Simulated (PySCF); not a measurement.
# Unknown compound

An unknown has the formula C3H4. Its calculated NMR data are:

¹H NMR (400 MHz, computed): δ 1.85 (d, J = 4.1 Hz, 3H), 1.38 (q, J = 4.1 Hz, 1H).

¹³C{¹H} NMR (computed): δ 83.6 (C), 71.5 (CH), 4.7 (CH3).

One computed conformer, rapidly exchanging positions averaged, gas phase, non-relativistic Hamiltonian. B97-2/pcSseg-2 with gauge-including orbitals; couplings computed with B3LYP/pcJ-2; PBE0-D3(BJ)/def2-TZVP structure; PySCF 2.14.0 with density-fitted response routines.

Scale: TMS for ¹H (σ = 31.64 ppm) and ¹³C (σ = 185.38 ppm) (reference shieldings calculated alike).

Q: Which candidate is it?
A. C#CC
B. C1=CC1
C. C=C=C

A: A. 

1. Rings plus π bonds: 2 (no ring in the answer).
2. 3 carbon signals for 3 carbons: no two carbons are equivalent.
3. Carbon types of the structure: 1 × C, 1 × CH, 1 × CH3, which accounts for all hydrogens.
4. δC 83.6: alkyne carbon; sp carbons lie upfield of alkene carbons because the cylindrical π system leaves one tensor component strongly shielded.
5. δC 71.5: terminal alkyne carbon; sp carbons lie upfield of alkene carbons because the cylindrical π system leaves one tensor component strongly shielded.
6. δC 4.7: propargylic methyl carbon; a saturated carbon with 1 carbon neighbour and no heteroatom attached.
7. δH 1.85: hydrogen on a propargylic methyl carbon.
8. δH 1.38: hydrogen on a terminal alkyne carbon; it lies on the axis of the triple bond, in its shielding cone.

The others: C1=CC1 would give 2 carbon signals, not 3; C=C=C would give 2 carbon signals, not 3.

Splittings below 1 Hz are ignored in the labels, and close J values are merged. Shifts are as computed. Against solution values, carbons near 30 ppm lie about +3 ppm off and those near 130 ppm about +7 ppm. Of 1211 compounds with measured shifts, 218 miss one by over three times the rms of a fit or turn the order of signals round; such compounds aren't used in these exercises.
